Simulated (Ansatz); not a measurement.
Compare A (`CSC(=N)O`) with its isomer B (`C/N=C(/O)S`).

Program: Ansatz. Geometries: PBE0-D4/def2-TZVP. ΔE: electronic, gas phase. CBS: MP2 limit from def2 TZ/QZ plus the TZ coupled-cluster correction, frozen cores. Functionals use def2-TZVPP. B3LYP here is the variant with VWN-RPA as its local correlation; programs differ in this. Each species was taken in one conformer, which may not be the lowest.

(1) Which isomer does CCSD(T)/CBS put lower? Give the gap. (Estimate.)

(2) Give E(B) − E(A) in kJ/mol with CCSD(T)/def2-TZVPP, B3LYP-D4, MP2/def2-TZVPP, CCSD(T)/def2-SVP, r2SCAN-D4, PBE-D4, LDA (SPW92). (An estimate is asked.)

(3) Does the order hold for the free energy at 298.15 K (harmonic terms from PBE0-D4)? (Best estimate.)

Largest T1 diagnostic: 0.014.

Results:

(1) Ansatz gave: A, by 25.6 kJ/mol.

(2) Ansatz gave: CCSD(T)/def2-TZVPP 22.8, B3LYP-D4 23.3, MP2/def2-TZVPP 23.6, CCSD(T)/def2-SVP 12.1, r2SCAN-D4 25.9, PBE-D4 23.0, LDA (SPW92) 16.2. None reverses the order clearly.

(3) The calculation gave: Yes: G(B) − G(A) = +21.5 kJ/mol, for one conformer each.

In def2-TZVPP, CCSD(T) changes the Hartree–Fock value by −5.6 kJ/mol (the triples alone add −0.7 kJ/mol) and MP2 by −4.8 kJ/mol. Leaving LDA and LC-ωPBE aside and taking each functional with its dispersion term where it has one, the values, not all of them listed here, spread over 4.9 kJ/mol, from BLYP-D4 to r2SCAN0-D4. LDA lies −7.4 kJ/mol from PBE without D4.
